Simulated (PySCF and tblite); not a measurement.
acetophenone, C8H8O, numbered as in [CH3:1][C:2](=[O:3])[c:4]1[cH:5][cH:6][cH:7][cH:8][cH:9]1.

Geometries GFN2-xTB; weights from B3LYP-D3(BJ)/def2-SVP (IEF-PCM, chloroform) energies and GFN2-xTB thermal corrections, with symmetry numbers and mirror pairs. Conformers within 3 kcal/mol (GFN2-xTB free energy) were kept, 10 at most. GIAO shieldings: B97-2/pcSseg-1 (IEF-PCM, chloroform). Shifts are against TMS (¹H), TMS (¹³C) at the same level. Codes: tblite and PySCF.

Torsions listed: O3–C2–C4–C5.

| conformer | shape | weight % | dipole D |
| --- | --- | --- | --- |
| 1 | 180° | 100.0 | 3.69 |

Task: How do the computed shifts compare with measured ones?

Result: 
```
nucleus  signal  leading conformer  average  measured                                                   medium
     ¹H      H1               2.78     2.78     2.591  not stated in the table (CDCl3 in this author's series)
     ¹H   H5/H9               8.42     8.42      7.95  not stated in the table (CDCl3 in this author's series)
     ¹H   H6/H8               7.87     7.87     7.445  not stated in the table (CDCl3 in this author's series)
     ¹H      H7               7.96     7.96     7.551  not stated in the table (CDCl3 in this author's series)
```

Measured values: Pretsch, Buehlmann, Badertscher, Structure Determination of Organic Compounds, 4th ed. (2009); Shapiro, Mohrmann, J. Phys. Chem. Ref. Data 1977, 6, 919; The use of chemical shift calculations in the conformational analysis of substituted benzenes, New J. Chem. 2019 (ESI). Mean difference for ¹H: 0.37 ppm, scatter 0.11 ppm. The computed shifts are unscaled and lack vibrational corrections.
